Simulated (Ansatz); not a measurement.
**C₄H₉N: up Jacob's ladder to CCSD(T)**

The task here is to estimate one member of a computed series from the others.

Computed with Ansatz 0.2.0, Gaussian basis. Level: functionals in def2-TZVPP, the program's frozen cores in correlated methods.

Plan: LDA (SPW92), PBE-D4, revPBE-D4, BLYP-D4, r2SCAN-D4, B97M-V, PBE0-D4, B3LYP-D4, r2SCANh-D4, r2SCAN0-D4, HSE06-D4, BHLYP-D4, CAM-B3LYP-D4, LC-ωPBE, ωB97X-V, ωB97M-V, B2PLYP, PBE-QIDH; CCSD(T)/def2-SVP; CCSD(T)/def2-TZVPP; MP2/def2-QZVPP; extrapolation to the limit; RPA on PBE.

## The geometry

An earlier PBE0-D4 in a triple-zeta def2 set relaxation fixed the geometry.

SMILES `C=CN(C)C`, 14 atoms, charge 0, spin multiplicity 1.

Atoms are counted from 1 here; the program's logs count them from 0.

Bond lengths: C1–C2 1.338 Å, C1–H6 1.081 Å, C1–H7 1.082 Å, C2–N3 1.373 Å, C2–H8 1.087 Å, N3–C4 1.436 Å, N3–C5 1.440 Å, C4–H9 1.092 Å, C4–H10 1.091 Å, C4–H11 1.101 Å, C5–H12 1.091 Å, C5–H13 1.093 Å, C5–H14 1.101 Å. Angles: C2–C1–H6 119.4°, C2–C1–H7 123.1°, H6–C1–H7 117.5°, C1–C2–N3 127.5°, C1–C2–H8 119.4°, N3–C2–H8 113.0°, C2–N3–C4 117.9°, C2–N3–C5 117.6°, C4–N3–C5 115.9°, N3–C4–H9 109.9°, N3–C4–H10 109.4°, N3–C4–H11 112.6°, H9–C4–H10 108.3°, H9–C4–H11 108.0°, H10–C4–H11 108.5°, N3–C5–H12 109.6°, N3–C5–H13 110.0°, N3–C5–H14 112.9° and more.

Set-up of the first run:

The input, in.yaml:

```yaml
crystal:
  periodic: [false, false, false]
  atoms:
    - {symbol: C, position_ang: [-1.865498, 0.858151, 0.313917]}
    - {symbol: C, position_ang: [-0.934709, -0.037422, 0.661367]}
    - {symbol: N, position_ang: [0.373603, -0.086789, 0.248379]}
    - {symbol: C, position_ang: [0.794213, 0.843119, -0.761222]}
    - {symbol: C, position_ang: [1.015814, -1.375600, 0.222273]}
    - {symbol: H, position_ang: [-2.841035, 0.815885, 0.777157]}
    - {symbol: H, position_ang: [-1.687284, 1.647087, -0.404682]}
    - {symbol: H, position_ang: [-1.186202, -0.820032, 1.372568]}
    - {symbol: H, position_ang: [0.553304, 1.862424, -0.451450]}
    - {symbol: H, position_ang: [1.874903, 0.770772, -0.892478]}
    - {symbol: H, position_ang: [0.311343, 0.660050, -1.734131]}
    - {symbol: H, position_ang: [0.703191, -1.958176, 1.090620]}
    - {symbol: H, position_ang: [2.100579, -1.252934, 0.268495]}
    - {symbol: H, position_ang: [0.774880, -1.955834, -0.681913]}
basis:
  gaussian: {orbitals: def2-TZVPP}
hamiltonian: {xc: lda}
output: {orbitals: {seedname: orbitals}}
```

Run with:

```console
> ansatz run in.yaml --threads 4 --pin off --events-out ev --progress --plain --max-ram 10444MiB
```

Among the steps run: LDA; PBE-D4 (GGA); revPBE-D4 (GGA); BLYP-D4 (GGA); r2SCAN-D4 (meta-GGA); B97M-V (meta-GGA); B3LYP-D4 (hybrid); r2SCANh-D4 (hybrid); r2SCAN0-D4 (hybrid); HSE06-D4 (hybrid); BHLYP-D4 (hybrid); CAM-B3LYP-D4 (range-separated); LC-ωPBE (range-separated); ωB97X-V (range-separated); ωB97M-V (range-separated); B2PLYP (double hybrid); PBE-QIDH (double hybrid).

One table of the session follows, with a row left open; its other results are not shown here.

It belongs to the step «Orbital energies across the functionals». 

```
  functional  HOMO (eV)  LUMO (eV)  gap (eV)
 LDA (SPW92)          ?          ?         ?
      PBE-D4      -4.55       0.02      4.57
   revPBE-D4      -4.49       0.11      4.60
     BLYP-D4      -4.42       0.11      4.53
   r2SCAN-D4      -4.72       0.30      5.02
      B97M-V      -4.81       0.25      5.06
     PBE0-D4      -5.65       0.96      6.61
    B3LYP-D4      -5.46       0.68      6.14
  r2SCANh-D4      -5.14       0.65      5.79
  r2SCAN0-D4      -5.78       1.15      6.93
    HSE06-D4      -5.25       0.59      5.84
    BHLYP-D4      -6.66       1.77      8.43
CAM-B3LYP-D4      -6.93       1.90      8.83
     LC-ωPBE      -8.20       3.16     11.36
     ωB97X-V      -7.89       2.99     10.88
     ωB97M-V      -7.83       2.65     10.48
```

Estimate the missing values for LDA (SPW92).

**Answer.** HOMO (eV): -4.70; LUMO (eV): -0.20; gap (eV): 4.50. In the column «HOMO (eV)» it lies between r2SCAN-D4 (-4.72) and PBE-D4 (-4.55).
